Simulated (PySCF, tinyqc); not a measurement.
Worked calculation: RHF in the sto-3g basis, for CH+, spin multiplicity 1. This run ends on a higher stationary point, not on the lowest solution. The lowest restricted solution is unstable here: a spin-polarised one lies 0.0095 hartree lower (PySCF). One step of it, computed by the program tinyqc.

Problem. Iteration 3: diagonalisation and new density. Diagonalise F' = X^T F X, C = X C', fill 3 alpha and 3 beta electrons from the bottom; D = 2 C_occ C_occ^T. Each column has its largest component positive (the first on a tie).

Fock matrix F (hartree), order 1C 1s, 1C 2s, 1C 2px, 1C 2py, 1C 2pz, 2H 1s:
$$\begin{pmatrix}
-11.808981 & -3.156774 & 0.000000 & 0.000000 & 0.017259 & -0.543317 \\
-3.156774 & -1.736654 & 0.000000 & 0.000000 & -0.124776 & -0.755380 \\
0.000000 & 0.000000 & -0.389869 & -0.181927 & 0.000000 & 0.000000 \\
0.000000 & 0.000000 & -0.181927 & -0.720280 & 0.000000 & 0.000000 \\
0.017259 & -0.124776 & 0.000000 & 0.000000 & -0.462492 & -0.492397 \\
-0.543317 & -0.755380 & 0.000000 & 0.000000 & -0.492397 & -0.660945
\end{pmatrix}$$

X, order 1C 1s, 1C 2s, 1C 2px, 1C 2py, 1C 2pz, 2H 1s:
$$\begin{pmatrix}
1.025388 & -0.138354 & 0.000000 & 0.000000 & -0.009009 & 0.023663 \\
-0.138354 & 1.107770 & 0.000000 & 0.000000 & 0.082718 & -0.260468 \\
0.000000 & 0.000000 & 1.000000 & 0.000000 & 0.000000 & 0.000000 \\
0.000000 & 0.000000 & 0.000000 & 1.000000 & 0.000000 & 0.000000 \\
-0.009009 & 0.082718 & 0.000000 & 0.000000 & 1.081913 & -0.258944 \\
0.023663 & -0.260468 & 0.000000 & 0.000000 & -0.258944 & 1.162416
\end{pmatrix}$$

Give: F' = X^T F X; orbital energies; coefficients C; D after iteration 3.

Solution.

F' = X^T F X (hartree):
$$\begin{pmatrix}
-11.5760 & -1.5984 & 0.0000 & 0.0000 & 0.0058 & -0.0379 \\
-1.5984 & -1.0428 & 0.0000 & 0.0000 & 0.0163 & -0.4214 \\
0.0000 & 0.0000 & -0.3899 & -0.1819 & 0.0000 & 0.0000 \\
0.0000 & 0.0000 & -0.1819 & -0.7203 & 0.0000 & 0.0000 \\
0.0058 & 0.0163 & 0.0000 & 0.0000 & -0.3108 & -0.3737 \\
-0.0379 & -0.4214 & 0.0000 & 0.0000 & -0.3737 & -0.3027
\end{pmatrix}$$

orbital energies (hartree): MO1 -11.8141, MO2 -1.0795, MO3 -0.8008, MO4 -0.5100, MO5 -0.3093, MO6 0.1712

coefficients C, order 1C 1s, 1C 2s, 1C 2px, 1C 2py, 1C 2pz, 2H 1s:
$$\begin{pmatrix}
0.9940 & -0.2247 & 0.0000 & 0.1440 & 0.0000 & 0.1089 \\
0.0238 & 0.7740 & 0.0000 & -0.5995 & 0.0000 & -0.6017 \\
0.0000 & 0.0000 & 0.4048 & 0.0000 & 0.9144 & 0.0000 \\
0.0000 & 0.0000 & 0.9144 & 0.0000 & -0.4048 & 0.0000 \\
0.0006 & 0.1945 & 0.0000 & 0.6913 & 0.0000 & -0.8537 \\
-0.0048 & 0.3580 & 0.0000 & 0.3855 & 0.0000 & 1.0999
\end{pmatrix}$$

D after iteration 3, order 1C 1s, 1C 2s, 1C 2px, 1C 2py, 1C 2pz, 2H 1s:
$$\begin{pmatrix}
2.0772 & -0.3004 & 0.0000 & 0.0000 & -0.0863 & -0.1703 \\
-0.3004 & 1.1992 & 0.0000 & 0.0000 & 0.3011 & 0.5539 \\
0.0000 & 0.0000 & 0.3277 & 0.7403 & 0.0000 & 0.0000 \\
0.0000 & 0.0000 & 0.7403 & 1.6723 & 0.0000 & 0.0000 \\
-0.0863 & 0.3011 & 0.0000 & 0.0000 & 0.0756 & 0.1392 \\
-0.1703 & 0.5539 & 0.0000 & 0.0000 & 0.1392 & 0.2563
\end{pmatrix}$$
